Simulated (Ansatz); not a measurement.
Results of BLYP (Ansatz, an electronic-structure program, plane waves, PAW) for hcp Ti.

Settings: plane-wave cutoff 520 eV, 18×18×8 k mesh (along the axes of the cell as run), Fermi–Dirac smearing 0.1 eV, perturbation theory, no spin polarisation, scalar-relativistic PAW data made under PBE.

Computed at the level's own relaxed cell.

Harmonic phonon frequencies (cm⁻¹; i marks an imaginary mode):

| q point | frequencies |
|---|---|
| Γ | 0 0 0 116 116 173 |
| M | 94 102 190 204 205 224 |
| K | 154 154 177 177 195 255 |
| A | … |

Problem. Fill in the missing entries.

Solution. 
- A, frequencies: 83 83 83 83 176 176

No imaginary mode appears at these points.
